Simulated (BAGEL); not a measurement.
# singlet SiNH4O− at 6 levels

Wanted: a comparison of 6 runs (HF/STO-3G, HF/3-21G, B3LYP/6-31G*, B3LYP/def2-SVPD, PBE0/def2-SVPD, RI-MP2/def2-SVPD) of singlet SiNH4O−. 

The calculation is run with BAGEL 1.2.2.

### 1 The molecule

SiNH4O− has 7 atoms, charge -1, and is taken as a singlet. As SMILES of the parent species, `[NH][SiH2]O`. The shape is that of a PBE0-D4/def2-TZVP optimisation. This is one conformer, not always the lowest. That shape belongs to the parent species and isn't relaxed for this state.

Bond lengths: N1–Si2 1.741 Å, Si2–O3 1.637 Å, N1–H4 1.022 Å, Si2–H5 1.484 Å, Si2–H6 1.493 Å, O3–H7 0.959 Å. Angles: N1–Si2–O3 110.5°, N1–Si2–H5 113.2°, N1–Si2–H6 105.1°, O3–Si2–H5 105.4°, O3–Si2–H6 112.1°, Si2–N1–H4 114.4°, Si2–O3–H7 117.6°, H5–Si2–H6 110.7°.

### 2 The energy at HF/STO-3G (density fitting with qzvpp-jkfit) (run 1)

Input file calc.json:

```json
{ "bagel": [

{
  "title": "molecule",
  "basis": "sto-3g",
  "df_basis": "qzvpp-jkfit",
  "angstrom": true,
  "geometry": [
    { "atom": "N", "xyz": [   -1.219700,   -0.362600,    0.666700 ] },
    { "atom": "Si", "xyz": [    0.116600,    0.212100,   -0.290000 ] },
    { "atom": "O", "xyz": [    1.398500,   -0.795100,   -0.146900 ] },
    { "atom": "H", "xyz": [   -2.101000,    0.125500,    0.496300 ] },
    { "atom": "H", "xyz": [   -0.184300,    0.263000,   -1.742100 ] },
    { "atom": "H", "xyz": [    0.414600,    1.577200,    0.236200 ] },
    { "atom": "H", "xyz": [    1.636600,   -1.088000,    0.734200 ] }
  ]
},
{ "title": "hf", "charge": -1 },
{ "title": "print", "file": "orbitals.molden", "orbitals": true }

]}
```

Command:

```bash
BAGEL_NUM_THREADS=1 BAGEL calc.json > calc.out
```

The program printed:

```text
* using 1 threads per process

  ===============================================================
  ===============================================================

  *** Geometry ***

  { "atom" : "N", "xyz" : [     -2.304899,     -0.685215,      1.259880 ] },
  { "atom" : "Si", "xyz" : [      0.220342,      0.400811,     -0.548021 ] },
  { "atom" : "O", "xyz" : [      2.642782,     -1.502521,     -0.277601 ] },
  { "atom" : "H", "xyz" : [     -3.970315,      0.237161,      0.937871 ] },
  { "atom" : "H", "xyz" : [     -0.348277,      0.496998,     -3.292092 ] },
  { "atom" : "H", "xyz" : [      0.783480,      2.980476,      0.446353 ] },
  { "atom" : "H", "xyz" : [      3.092726,     -2.056022,      1.387437 ] },

  Number of auxiliary basis functions:      354

  Since a DF basis is specified, we compute 2- and 3-index integrals:
    o Being stored without compression. Storage requirement is 0.001 GB

  Number of basis functions:       23
  Number of electrons      :       33

    * METHOD: MOLECULE                             0.07

  *** RHF ***

  === Nuclear Repulsion ===
   110.7228234442

      * DIIS with orbital gradients will be used.

  === RHF iteration (sto-3g) ===
      0       -415.08789028          0.02945252           0.01
      1       -415.24259684          0.00827020           0.01
      2       -415.25766641          0.00158270           0.01
      3       -415.25849416          0.00041893           0.01
      4       -415.25858191          0.00012373           0.01
      5       -415.25859140          0.00001887           0.01
      6       -415.25859163          0.00000588           0.01
      7       -415.25859165          0.00000118           0.01
      8       -415.25859166          0.00000022           0.01
      9       -415.25859166          0.00000006           0.01
     10       -415.25859166          0.00000002           0.01
     11       -415.25859166          0.00000001           0.01
    * SCF iteration converged.

    * Permanent dipole moment:
           (   -1.526279,    -0.334410,     0.540237) a.u.

    * METHOD: HF                                   0.13

    * METHOD: PRINT                                0.00

  ===============================================================
```

Wall time 0.36 s (1 thread of Arm Neoverse V2, shared host).

### 3 The energy at HF/3-21G (density fitting with qzvpp-jkfit) (run 2)

Input file input.json:

```json
{ "bagel" : [

{
  "title" : "molecule",
  "basis" : "3-21g",
  "df_basis" : "qzvpp-jkfit",
  "angstrom" : true,
  "geometry" : [
    { "atom" : "N", "xyz" : [   -1.219700,   -0.362600,    0.666700 ] },
    { "atom" : "Si", "xyz" : [    0.116600,    0.212100,   -0.290000 ] },
    { "atom" : "O", "xyz" : [    1.398500,   -0.795100,   -0.146900 ] },
    { "atom" : "H", "xyz" : [   -2.101000,    0.125500,    0.496300 ] },
    { "atom" : "H", "xyz" : [   -0.184300,    0.263000,   -1.742100 ] },
    { "atom" : "H", "xyz" : [    0.414600,    1.577200,    0.236200 ] },
    { "atom" : "H", "xyz" : [    1.636600,   -1.088000,    0.734200 ] }
  ]
},
{
  "title" : "hf",
  "charge" : -1
},
{
  "title" : "print",
  "file" : "orbitals.molden",
  "orbitals" : true
}

]}
```

Command:

```bash
BAGEL_NUM_THREADS=1 BAGEL input.json > input.out
```

The program printed:

```text
* using 1 threads per process

  ===============================================================
  ===============================================================

  *** Geometry ***

  { "atom" : "N", "xyz" : [     -2.304899,     -0.685215,      1.259880 ] },
  { "atom" : "Si", "xyz" : [      0.220342,      0.400811,     -0.548021 ] },
  { "atom" : "O", "xyz" : [      2.642782,     -1.502521,     -0.277601 ] },
  { "atom" : "H", "xyz" : [     -3.970315,      0.237161,      0.937871 ] },
  { "atom" : "H", "xyz" : [     -0.348277,      0.496998,     -3.292092 ] },
  { "atom" : "H", "xyz" : [      0.783480,      2.980476,      0.446353 ] },
  { "atom" : "H", "xyz" : [      3.092726,     -2.056022,      1.387437 ] },

  Number of auxiliary basis functions:      354

  Since a DF basis is specified, we compute 2- and 3-index integrals:
    o Being stored without compression. Storage requirement is 0.004 GB

  Number of basis functions:       39
  Number of electrons      :       33

    * METHOD: MOLECULE                             0.07

  *** RHF ***

  === Nuclear Repulsion ===
   110.7228234442

      * DIIS with orbital gradients will be used.

  === RHF iteration (3-21g) ===
      0       -417.99394751          0.04679712           0.01
      1       -418.15265556          0.02965774           0.01
      2       -418.26683224          0.00283350           0.01
      3       -418.26805854          0.00121260           0.01
      4       -418.26826747          0.00017458           0.01
      5       -418.26828148          0.00005511           0.01
      6       -418.26828281          0.00001155           0.01
      7       -418.26828289          0.00000319           0.01
      8       -418.26828290          0.00000088           0.01
      9       -418.26828290          0.00000029           0.01
     10       -418.26828290          0.00000012           0.01
     11       -418.26828290          0.00000006           0.01
     12       -418.26828290          0.00000001           0.01
     13       -418.26828290          0.00000000           0.01
    * SCF iteration converged.

    * Permanent dipole moment:
           (   -1.271657,    -0.348772,     0.253990) a.u.

    * METHOD: HF                                   0.23

    * METHOD: PRINT                                0.00

  ===============================================================
```

Wall time 0.46 s (1 thread of Arm Neoverse V2, shared host).

Runs 3 to 4 aren't shown in full; the table further down has their settings and results.

### 4 The energy at PBE0/def2-SVPD (density fitting with qzvpp-jkfit) (run 5)

Input file dft.json:

```json
{ "bagel": [

{
  "title": "molecule",
  "basis": "def2-svpd.json",
  "df_basis": "qzvpp-jkfit",
  "angstrom": true,
  "geometry": [
    { "atom": "N", "xyz": [      -1.219700,      -0.362600,       0.666700 ] },
    { "atom": "Si", "xyz": [       0.116600,       0.212100,      -0.290000 ] },
    { "atom": "O", "xyz": [       1.398500,      -0.795100,      -0.146900 ] },
    { "atom": "H", "xyz": [      -2.101000,       0.125500,       0.496300 ] },
    { "atom": "H", "xyz": [      -0.184300,       0.263000,      -1.742100 ] },
    { "atom": "H", "xyz": [       0.414600,       1.577200,       0.236200 ] },
    { "atom": "H", "xyz": [       1.636600,      -1.088000,       0.734200 ] }
  ]
},

{
  "title": "ks",
  "xc_func": "pbe0",
  "charge": -1
},

{
  "title": "print",
  "file": "orbitals.molden",
  "orbitals": true
}

]}
```

The basis set def2-SVPD is read from a file made from the Basis Set Exchange's data (not shown).

Command:

```bash
BAGEL_NUM_THREADS=1 BAGEL dft.json > dft.out
```

The program printed:

```text
* using 1 threads per process

  ===============================================================
  ===============================================================

  *** Geometry ***

  { "atom" : "N", "xyz" : [     -2.304899,     -0.685215,      1.259880 ] },
  { "atom" : "Si", "xyz" : [      0.220342,      0.400811,     -0.548021 ] },
  { "atom" : "O", "xyz" : [      2.642782,     -1.502521,     -0.277601 ] },
  { "atom" : "H", "xyz" : [     -3.970315,      0.237161,      0.937871 ] },
  { "atom" : "H", "xyz" : [     -0.348277,      0.496998,     -3.292092 ] },
  { "atom" : "H", "xyz" : [      0.783480,      2.980476,      0.446353 ] },
  { "atom" : "H", "xyz" : [      3.092726,     -2.056022,      1.387437 ] },

  Number of auxiliary basis functions:      354

  Since a DF basis is specified, we compute 2- and 3-index integrals:
    o Being stored without compression. Storage requirement is 0.028 GB

  Number of basis functions:       99
  Number of electrons      :       33

    * METHOD: MOLECULE                             0.11

  *** Kohn-Sham DFT ***

    * Removing 11480 points whose weight is below 1.00e-10
    * Grid points: 92862

  === Nuclear Repulsion ===
   110.7228234442

       - DIIS with orbital gradients will be used.

  === KS iteration (pbe0 / def2-svpd.json) ===
      0       -399.91470204          0.09955605           0.27
      1       -387.60025829          0.12202074           0.26
      2       -369.50408195          0.23025953           0.26
      3       -404.35234345          0.12113727           0.25
      4       -418.77657409          0.06477433           0.25
      5       -415.68242217          0.09093569           0.25
      6       -421.02790042          0.03222042           0.25
      7       -421.21723737          0.02637255           0.25
      8       -421.45730640          0.00472168           0.26
      9       -421.46453391          0.00228103           0.26
     10       -421.46626033          0.00080944           0.26
     11       -421.46651995          0.00005989           0.25
     12       -421.46652128          0.00001095           0.25
     13       -421.46652133          0.00000181           0.25
     14       -421.46652133          0.00000080           0.26
     15       -421.46652133          0.00000050           0.26
     16       -421.46652133          0.00000011           0.26
     17       -421.46652133          0.00000002           0.26
     18       -421.46652133          0.00000001           0.26
    * SCF iteration converged.

    * Permanent dipole moment:
           (   -1.242012,    -0.157823,     0.290199) a.u.

    * METHOD: KS                                   5.26

    * METHOD: PRINT                                0.02

  ===============================================================
```

Run time: 5.7 s. Hardware: 1 thread of Arm Neoverse V2, shared host; peak memory 0.42 GiB.

### 5 A single-point energy at RI-MP2/def2-SVPD (density fitting with qzvpp-jkfit) (run 6)

Input file calc.json:

```json
{ "bagel": [

{
  "title": "molecule",
  "basis": "def2-svpd.json",
  "df_basis": "qzvpp-jkfit",
  "angstrom": true,
  "geometry": [
    { "atom": "N", "xyz": [      -1.219700,      -0.362600,       0.666700 ] },
    { "atom": "Si", "xyz": [       0.116600,       0.212100,      -0.290000 ] },
    { "atom": "O", "xyz": [       1.398500,      -0.795100,      -0.146900 ] },
    { "atom": "H", "xyz": [      -2.101000,       0.125500,       0.496300 ] },
    { "atom": "H", "xyz": [      -0.184300,       0.263000,      -1.742100 ] },
    { "atom": "H", "xyz": [       0.414600,       1.577200,       0.236200 ] },
    { "atom": "H", "xyz": [       1.636600,      -1.088000,       0.734200 ] }
  ]
},

{
  "title": "hf",
  "charge": -1
},

{
  "title": "mp2",
  "charge": -1,
  "ncore": 7
}

]}
```

The basis set def2-SVPD is read from a file made from the Basis Set Exchange's data (not shown).

Command:

```bash
BAGEL_NUM_THREADS=1 BAGEL calc.json > calc.out
```

The program printed:

```text
* using 1 threads per process

  ===============================================================
  ===============================================================

  *** Geometry ***

  { "atom" : "N", "xyz" : [     -2.304899,     -0.685215,      1.259880 ] },
  { "atom" : "Si", "xyz" : [      0.220342,      0.400811,     -0.548021 ] },
  { "atom" : "O", "xyz" : [      2.642782,     -1.502521,     -0.277601 ] },
  { "atom" : "H", "xyz" : [     -3.970315,      0.237161,      0.937871 ] },
  { "atom" : "H", "xyz" : [     -0.348277,      0.496998,     -3.292092 ] },
  { "atom" : "H", "xyz" : [      0.783480,      2.980476,      0.446353 ] },
  { "atom" : "H", "xyz" : [      3.092726,     -2.056022,      1.387437 ] },

  Number of auxiliary basis functions:      354

  Since a DF basis is specified, we compute 2- and 3-index integrals:
    o Being stored without compression. Storage requirement is 0.028 GB

  Number of basis functions:       99
  Number of electrons      :       33

    * METHOD: MOLECULE                             0.11

  *** RHF ***

  === Nuclear Repulsion ===
   110.7228234442

      * DIIS with orbital gradients will be used.

  === RHF iteration (def2-svpd.json) ===
      0       -420.00530845          0.02799055           0.04
      1       -420.16499328          0.02422212           0.04
      2       -420.40295845          0.00203424           0.04
      3       -420.40468282          0.00119790           0.04
      4       -420.40533358          0.00014996           0.04
      5       -420.40535589          0.00004833           0.04
      6       -420.40535884          0.00001703           0.04
      7       -420.40535931          0.00000526           0.04
      8       -420.40535935          0.00000188           0.04
      9       -420.40535936          0.00000086           0.04
     10       -420.40535936          0.00000027           0.04
     11       -420.40535936          0.00000011           0.04
     12       -420.40535936          0.00000004           0.04
     13       -420.40535936          0.00000002           0.04
     14       -420.40535936          0.00000001           0.04
    * SCF iteration converged.

    * Permanent dipole moment:
           (   -1.400172,    -0.272946,     0.397389) a.u.

    * METHOD: HF                                   0.69

  *** RHF ***

  === Nuclear Repulsion ===
   110.7228234442

      * DIIS with orbital gradients will be used.

  === RHF iteration (def2-svpd.json) ===
      0       -420.40535936          0.00000000           0.04
    * SCF iteration converged.

    * Permanent dipole moment:
           (   -1.400172,    -0.272946,     0.397389) a.u.

  === DF-MP2 calculation ===

    * freezing 7 orbitals
    * 3-index integral transformation done
    * assembly done

      MP2 correlation energy:   -0.5072626514      0.03

      MP2 total energy:       -420.9126220081

    * METHOD: MP2                                  0.11

  ===============================================================
```

It took 1.1 s on 1 thread of Arm Neoverse V2, shared host.

### 6 The series

| run | level | frozen core orbitals | energy (Eh) | HOMO energy (eV) | LUMO energy (eV) | HOMO–LUMO gap (eV) | wall time |
| --- | --- | --- | --- | --- | --- | --- | --- |
| 1 | HF/STO-3G (density fitting with qzvpp-jkfit) | – | -415.258592 | 3.67 | 19.69 | 16.02 | 0.36 s |
| 2 | HF/3-21G (density fitting with qzvpp-jkfit) | – | -418.268283 | -1.22 | 10.92 | 12.14 | 0.46 s |
| 3 | B3LYP/6-31G* (density fitting with qzvpp-jkfit, spherical functions) | – | -421.874473 | 1.89 | 6.36 | 4.47 | 3.9 s |
| 4 | B3LYP/def2-SVPD (density fitting with qzvpp-jkfit) | – | -421.762801 | 0.69 | 4.28 | 3.58 | 6 s |
| 5 | PBE0/def2-SVPD (density fitting with qzvpp-jkfit) | – | -421.466521 | 0.49 | 4.58 | 4.09 | 5.7 s |
| 6 | RI-MP2/def2-SVPD (density fitting with qzvpp-jkfit) | 7 | -420.912622 | – | – | – | 1.1 s |

### 7 Summary of results

```
                                          quantity          value
                               run 6: total energy  -420.91262 Eh
run 6: correlation energy (7 core orbitals frozen)     -507.3 mEh
```

Over runs 1, 2, 3, 4, 5 the HOMO–LUMO gap runs from 3.58 eV (B3LYP/def2-SVPD) to 16.02 eV (HF/STO-3G). The two ends differ in method and basis. The empty levels of an anion lie above zero and hang on the basis. Totals of different functionals can't be ranked against each other. In runs 1, 3, 4, 5 the HOMO lies above zero, so the outermost electron may be held by the basis alone. In run 1 the basis is minimal, so the values are rough. All runs together took 18 s, the longest 6 s.
